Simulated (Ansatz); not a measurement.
Saddle point of SiNH9O, singlet (SiH₄ + H₂O + NH₃ → SiH₄O ([OH][SiH3]) + NH₃ + H₂; bonds formed: Si1–O7, H2–H8, H6–N9; bonds broken: Si1–H2, H6–O7, H8–N9), PBE0-D4/def2-TZVP structure:

```csv
atom,x (Å),y (Å),z (Å)
Si1,-1.0869,0.0824,-1.0850
H2,0.5441,0.0983,-1.1219
H3,-1.1032,-1.0801,-2.0353
H4,-2.5873,0.0374,-0.7114
H5,-1.1230,1.3936,-1.8162
H6,0.4882,-0.0965,1.1707
O7,-0.8035,-0.0711,0.6840
H8,1.5436,0.0163,-0.0173
N9,1.6166,-0.0719,1.0365
H10,-1.6477,-0.1182,1.1423
H11,2.0893,-0.9266,1.3066
H12,2.0697,0.7364,1.4468
```

Energies are electronic, without zero-point energy. Barriers and step energies count from the start structure reached by relaxing down the imaginary mode; all methods use the PBE0-D4 structures, on which another method's saddle can fall below an end. Program: Ansatz 0.2.0. Basis: def2-TZVPP, with def2-QZVPP for the basis limit. Cores are frozen in the correlated methods. B3LYP uses VWN-RPA correlation. Extrapolation: Hartree–Fock as exp(−7.88 √X), correlation as X^−2.97.

| method | barrier (eV) | step energy (eV) |
| --- | --- | --- |
| SPW92 | 0.486 | -0.243 |
| PBE-D4 | 0.989 | -0.297 |
| BLYP-D4 | 1.184 | -0.382 |
| r2SCAN-D4 | 1.047 | -0.412 |
| B97M-V | 1.098 | -0.396 |
| PBE0-D4 | 1.099 | -0.312 |
| B3LYP-D4 | 1.245 | -0.381 |
| r2SCAN0-D4 | 1.129 | -0.400 |
| BHLYP-D4 | 1.369 | -0.405 |
| CAM-B3LYP-D4 | 1.234 | -0.378 |
| wB97X-V | 1.281 | -0.384 |
| wB97M-V | 1.259 | -0.405 |
| B2PLYP | ? | -0.386 |
| PBE-QIDH | 1.201 | -0.369 |
| RPA on PBE | 1.427 | -0.382 |
| HF | ? | -0.400 |
| MP2 | ? | -0.451 |
| CCSD | 1.437 | -0.377 |
| CCSD(T) | 1.349 | -0.385 |

Problem. Fill in the withheld barriers. (To be estimated.)

Solution. Computed: MP2 1.284; B2PLYP 1.311; HF 1.890 eV. Each is the energy of the saddle less that of the start structure, by the same method.

For comparison, the barrier by CCSD(T) at an estimated basis limit (MP2 extrapolated from triple and quadruple zeta, plus CCSD(T) − MP2 in triple zeta) is 1.331 eV.

T1 diagnostic: at most 0.011.

Labels in which every atom is bracketed show which atoms are joined, not bond orders.

For scale, one of the runs: CCSD(T)/def2-TZVPP, 230 basis functions, launched by `ansatz run in.yaml --threads 4 --pin off --events-out ev --progress --plain --max-ram 9574MiB`. Hardware: 4 CPU threads of an AMD EPYC 9R45, shared host. Wall time 17 s; peak host memory 4 GiB.
